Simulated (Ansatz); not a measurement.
A made-up structure of CH$_{4}$ClSi (charge -1), closed shell:

```csv
atom,x (Å),y (Å),z (Å)
C1,0.4227,0.0939,0.3686
Si2,-0.9837,0.2792,-0.6405
Cl3,1.3760,-1.3947,0.4595
H4,-2.2177,-0.3133,-0.2627
H5,-0.8392,0.4637,-2.0410
H6,0.2350,0.1653,1.4094
H7,1.2357,0.7263,0.1180
```

It is relaxed with PBE-D4/def2-SVPD and then PBE0-D4/def2-TZVPD (Ansatz 0.2.0). Atoms count as bonded within 1.22 times the sum of their covalent radii (H–H: 0.88 Å). The end point is not checked to be a true minimum.

Q: Does its bonding change? (A judgement: the text doesn't fix the answer.)

A: By the calculation: No: no bond forms or breaks.

Where it ends: The first stage lowers the energy by 1.70 eV in 10 steps. It ends as CH₄ClSi ([SiH2][CH2][Cl]), total charge -1:
C1  (0.426, 0.161, 0.400)
Si2  (-1.143, 0.673, -0.593)
Cl3  (1.174, -1.547, 0.236)
H4  (-2.031, -0.534, -0.277)
H5  (-0.706, 0.210, -1.985)
H6  (0.244, 0.242, 1.474)
H7  (1.265, 0.816, 0.156)
(Å)

Labels in which every atom is bracketed show which atoms are joined, not bond orders.

For scale, one of the runs: PBE0-D4/def2-TZVPD relaxation, 162 basis functions, launched by `ansatz run in.yaml --threads 2 --pin off --events-out ev --progress --plain --max-ram 4352MiB`. Hardware: 2 CPU threads of an Arm Neoverse V1, shared host. Wall time about 32 s.
